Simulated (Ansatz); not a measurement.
hcp Co was calculated with r²SCAN (Ansatz, a first-principles code, PAW).

Settings: plane-wave cutoff 500 eV, 22×22×1 k mesh (along the axes of the cell as run), Fermi–Dirac smearing 0.1 eV, scalar-relativistic PAW data made under PBE.

### Question
Predict the surface energy of the (10-11) face and work function of the (10-11) face.

### Answer

- surface energy of the (10-11) face = 2.49 J/m²
- work function of the (10-11) face = 4.70 eV

The slab of 16 atoms is relaxed and unreconstructed.

Static lattice: no zero-point or thermal effects.
